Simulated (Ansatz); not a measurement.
Computed with frozen-core CCSD(T)/cc-pVTZ // CAM-B3LYP-D3(BJ)/def2-TZVP run with Ansatz (a program for electronic structure).

Ansatz 0.2 input:
```yaml
crystal:
  periodic: [false, false, false]
  atoms:
    - { symbol: C, position_ang: [-1.94694, -0.053585, -0.41609] }
    - { symbol: C, position_ang: [-0.845127, -0.422922, 0.212859] }
    - { symbol: C, position_ang: [0.535469, -0.361799, -0.356465] }
    - { symbol: C, position_ang: [1.465231, 0.529395, 0.461835] }
    - { symbol: H, position_ang: [-2.918755, -0.115289, 0.055183] }
    - { symbol: H, position_ang: [-1.917076, 0.324173, -1.431649] }
    - { symbol: H, position_ang: [-0.919823, -0.792617, 1.232747] }
    - { symbol: H, position_ang: [0.952423, -1.373069, -0.390578] }
    - { symbol: H, position_ang: [0.48818, -0.007479, -1.388315] }
    - { symbol: H, position_ang: [1.533995, 0.181432, 1.493962] }
    - { symbol: H, position_ang: [1.100025, 1.556724, 0.482202] }
    - { symbol: H, position_ang: [2.4724, 0.535038, 0.044309] }
basis:
  gaussian: { orbitals: cc-pVTZ }
correlation:
  method: ccsd_t
```

Output:

```
Functional definition: HF
1298 factors; integrals over basis functions are off by at most 1.1e-3 eV
mean field evaluation 1: about -4246.3452 eV, gradient 3.3e1 eV
mean field evaluation 2: about -4246.3459 eV, gradient 3.3e1 eV
mean field evaluation 4: about -4249.4058 eV, gradient 3.4e0 eV
mean field evaluation 8: about -4249.4452 eV, gradient 1.3e-4 eV
mean field evaluation 16: about -4249.4474 eV, gradient 2.1e-1 eV
mean field -4249.44515656 eV, -156.1642291262 hartree, gradient 1.9e-6 eV, S^2 0.000000; 0 other end points of the search recorded, 0 dependent functions left out
4 core orbitals not correlated
reference -4249.44515656 eV, -156.1642291262 hartree; 12, 12 occupied and 216, 216 virtual orbitals, 1298 factors
second order -18.59387684 eV of doubles, -0.00000000 eV of singles
cycle   1  -19.23895094 eV  change   -6.5e-1 eV  update   8.4e-2
cycle   2  -19.71340361 eV  change   -4.7e-1 eV  update   2.6e-2
cycle   3  -19.79021939 eV  change   -7.7e-2 eV  update   1.1e-2
cycle   4  -19.78834291 eV  change    1.9e-3 eV  update   2.9e-3
cycle   5  -19.78905453 eV  change   -7.1e-4 eV  update   9.5e-4
cycle   6  -19.78916011 eV  change   -1.1e-4 eV  update   2.6e-4
cycle   7  -19.78911308 eV  change    4.7e-5 eV  update   6.9e-5
cycle   8  -19.78912200 eV  change   -8.9e-6 eV  update   2.8e-5
perturbative correction -0.81454809 eV, -0.0299340902 hartree
Total energy: -4270.04882664 eV, -156.9214000361 hartree
```

Cost: about 4 core-minutes (a rough figure).
